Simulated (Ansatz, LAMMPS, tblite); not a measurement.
How well does each level of theory give the elastic constant C11 of cubic BN?

Reference value: 820 GPa (measured, temperature not stated, no zero-point or thermal correction; as tabulated in Råsander and Moram (2015), arXiv:1505.02379).

Problem. Put these levels in order of the elastic constant C11 that they give for cubic BN, smallest first: ExTeP BN.extep (LAMMPS), GFN1-xTB (tblite), r²SCAN+rVV10 (Ansatz, a program for electronic structure).

Solution. ExTeP BN.extep (638 GPa), GFN1-xTB (751 GPa), r²SCAN+rVV10 (826 GPa)

Unless a cell is named, each level is at its own relaxed cell (ExTeP BN.extep 5.63, GFN1-xTB 5.89, r²SCAN+rVV10 5.86 Å³/atom).

Differences against the reference: ExTeP BN.extep -22 %, GFN1-xTB -8.4 %, r²SCAN+rVV10 +0.7 %.

The measured value isn't corrected to a static lattice, so vibrations enter the comparison. A static lattice is as a rule stiffer than a warm one, by over a tenth in soft solids.  GFN1-xTB: the method was fitted mainly to molecules. GFN1-xTB: the run uses a supercell at the zone centre in place of a k mesh. Each level is taken at its own relaxed cell. Ansatz's density-functional and Hartree–Fock values are scalar-relativistic unless marked +SOC, with PAW data made under PBE.

Empirical potentials (ExTeP BN.extep) are fitted to chosen data: where that held the value shown, agreement is built in, and what lay outside the fit can be far off.

Differences are worked out from the printed values.
